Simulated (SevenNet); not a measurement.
We consider bcc Ta, described by the machine-learned potential SevenNet-0 (trained on PBE and PBE+U data).

Computed at the level's own relaxed cell.

```yaml
crystal:
  lattice:
    - [-1.66017, 1.66017, 1.66017]
    - [1.66017, -1.66017, 1.66017]
    - [1.66017, 1.66017, -1.66017]
  atoms:
    - { symbol: Ta, position: [0.00000, 0.00000, 0.00000] }
```

### Question
Give the elastic tensor (Voigt notation, GPa, ions relaxed, in the Cartesian axes of the cell as printed).

### Answer

```
  226.7   183.1   183.1     0.0     0.0     0.0
  183.1   226.7   183.1     0.0     0.0     0.0
  183.1   183.1   226.7     0.0     0.0     0.0
    0.0     0.0     0.0     6.1     0.0     0.0
    0.0     0.0     0.0     0.0     6.1     0.0
    0.0     0.0     0.0     0.0     0.0     6.1
```

Measured, for comparison: elastic constant C11 266 GPa, elastic constant C12 158 GPa, elastic constant C44 87.4 GPa (0 K, extrapolated to 0 K; zero-point effects included; as tabulated in Wang et al. (2022), arXiv:2209.12322). Computed (rounded) less measured: elastic constant C11 -15 %, elastic constant C12 +16 %, elastic constant C44 -93 %.

A machine-learned potential is trained on density-functional data: it inherits that level's misses and adds fitting errors of its own.

The computed numbers hold no vibrational or temperature effects.
